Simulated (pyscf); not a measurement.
Single points on ωB97X-D3(BJ)/def2-SVP structures (PySCF, gas phase).

Q: H₂As–In [singlet] + H₂ + SiH₄ → H₂As–InH₂ + SiH₄
Surface: singlet. Broken: H–H, H–Si. Formed: H–In, H–In, H–Si. Give ΔE‡ and ΔE from ωB97M-D3(BJ)/def2-TZVP, relative to the separated reactants.

A: ΔE‡ = 202.2 kJ/mol, ΔE = +1.9 kJ/mol. Zero-point energy shifts the barrier by +9.2 kJ/mol. It is a multi-bond step, with an imaginary mode of 1331i cm⁻¹. On the reactant side the descent ends in a complex (not fully relaxed), 31.0 kJ/mol under the separated species and 224.2 kJ/mol under the saddle at ωB97X-D3(BJ)/def2-TZVP. On the product side the descent ends in a complex (not fully relaxed), 23.0 kJ/mol under the separated species and 218.5 kJ/mol under the saddle at ωB97X-D3(BJ)/def2-TZVP. At ωB97X-D3(BJ)/def2-TZVP the barrier from the zero used here is 193.2 kJ/mol. One saddle was located; it need not be the lowest between these sides. Elements up to Kr have no core potential and no relativistic terms here. Elements past Kr carry the def2 core potentials, without spin-orbit coupling.
